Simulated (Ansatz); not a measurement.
Input file:

```yaml
crystal:
  periodic: [false, false, false]
  atoms:
    - {symbol: Si, position_ang: [0.000000, -0.101057, 0.500037]}
    - {symbol: C, position_ang: [0.000000, 0.164958, -1.114795]}
    - {symbol: H, position_ang: [0.000000, 0.995702, 1.498344]}
    - {symbol: H, position_ang: [0.000000, -0.145469, -2.147521]}
basis:
  gaussian: {orbitals: 6-31G}
total_charge: 1
magnetization: {spin_polarized: true, initial_magnetization: 1}
correlation: {method: ccsd_t, electrons: outside_noble_gas}
output: {forces: true}
```

```sh
$ ansatz run in.yaml --threads 1 --pin off --events-out ev --progress --plain --max-ram 4096MiB --backend cpu
```

Task: Roughly how long does this take on 1 thread of AMD EPYC 7R13, shared host, and how much host memory?

Result: 4.1 s wall and 0.11 GiB.

```
331 factors; integrals over basis functions are off by at most 2.5e-4 eV
mean field evaluation 1: about -8906.3776 eV, gradient 2.3e1 eV
mean field evaluation 2: about -8906.3805 eV, gradient 2.3e1 eV
mean field evaluation 4: about -8910.0537 eV, gradient 1.9e0 eV
mean field evaluation 8: about -8910.1410 eV, gradient 7.3e-1 eV
mean field evaluation 16: about -8910.9857 eV, gradient 1.4e-6 eV
mean field evaluation 32: about -8910.3252 eV, gradient 1.5e0 eV
mean field evaluation 64: about -8910.1469 eV, gradient 4.4e-6 eV
mean field evaluation 96: about -8910.4850 eV, gradient 3.7e-1 eV
mean field evaluation 128: about -8909.7486 eV, gradient 2.4e-3 eV
mean field evaluation 160: about -8909.5663 eV, gradient 3.6e-1 eV
mean field evaluation 192: about -8909.5764 eV, gradient 2.4e-1 eV
mean field evaluation 224: about -8908.4296 eV, gradient 6.5e0 eV
mean field evaluation 256: about -8909.5805 eV, gradient 1.1e-1 eV
mean field evaluation 288: about -8909.5819 eV, gradient 9.0e-2 eV
mean field evaluation 320: about -8902.8561 eV, gradient 4.8e0 eV
mean field evaluation 352: about -8904.5494 eV, gradient 9.3e0 eV
mean field evaluation 384: about -8907.6822 eV, gradient 2.7e-4 eV
mean field evaluation 416: about -8908.4989 eV, gradient 4.8e0 eV
mean field -8910.98568625 eV, -327.4726838868 hartree, gradient 1.4e-6 eV, S^2 1.455354; 16 other end points of the search recorded, 0 dependent functions left out
determinant -8910.98568625 eV, -327.4726838868 hartree, with singles and doubles -8914.33299013 eV, -327.5956950352 hartree
determinant -8910.49201117 eV, -327.4545416620 hartree, with singles and doubles -8914.30005425 eV, -327.5944846640 hartree
determinant -8909.74962662 eV, -327.4272595329 hartree, with singles and doubles -8913.69376870 eV, -327.5722040810 hartree
determinant -8909.12552243 eV, -327.4043241271 hartree, with singles and doubles -8912.13852835 eV, -327.5150500523 hartree
determinant -8907.68219030 eV, -327.3512826498 hartree, with singles and doubles -8910.83128031 eV, -327.4670095729 hartree
determinant -8910.98568625 eV, -327.4726838868 hartree, with singles and doubles -8914.38728510 eV, -327.5976903389 hartree
determinant -8910.49201117 eV, -327.4545416620 hartree, with singles and doubles -8914.36396418 eV, -327.5968333107 hartree
determinant -8910.14688663 eV, -327.4418585692 hartree, with singles and doubles -8914.39716827 eV, -327.5980535386 hartree
6 core orbitals not correlated: weight in the atoms' cores, before any rotation towards them, 1.000 or more for the frozen orbitals, at most 0.000 for the correlated occupied ones
reference -8910.98568625 eV, -327.4726838868 hartree; 5, 4 occupied and 15, 16 virtual orbitals, 331 factors
second order -2.29969201 eV of doubles, -0.00000000 eV of singles
cycle   1  -3.40159886 eV  change   -6.6e-9 eV  update   1.4e-6
cycle   2  -3.40159821 eV  change    6.4e-7 eV  update   9.2e-7
cycle   3  -3.40159774 eV  change    4.8e-7 eV  update   3.5e-7
perturbative correction -0.12899459 eV, -0.0047404638 hartree
the calculation of the forces begins
Total energy: -8914.51627858 eV, -327.6024307617 hartree
Atom 0 at     0.000000    -0.101057     0.500037 Å, force     0.000000    -0.739630     4.468664 eV/Å
Atom 1 at     0.000000     0.164958    -1.114795 Å, force     0.000000     0.828103    -4.519957 eV/Å
Atom 2 at     0.000000     0.995702     1.498344 Å, force     0.000000     0.109521     0.438971 eV/Å
Atom 3 at     0.000000    -0.145469    -2.147521 Å, force     0.000000    -0.197993    -0.387678 eV/Å
Dipole moment:    -0.000000    -0.038102     0.143629 e Å
```

Forces (eV/Å):
```
Si   0.000 -0.740  4.469
C    0.000  0.828 -4.520
H    0.000  0.110  0.439
H    0.000 -0.198 -0.388
```

For the same geometry and basis full CI lies 83.0 meV lower.
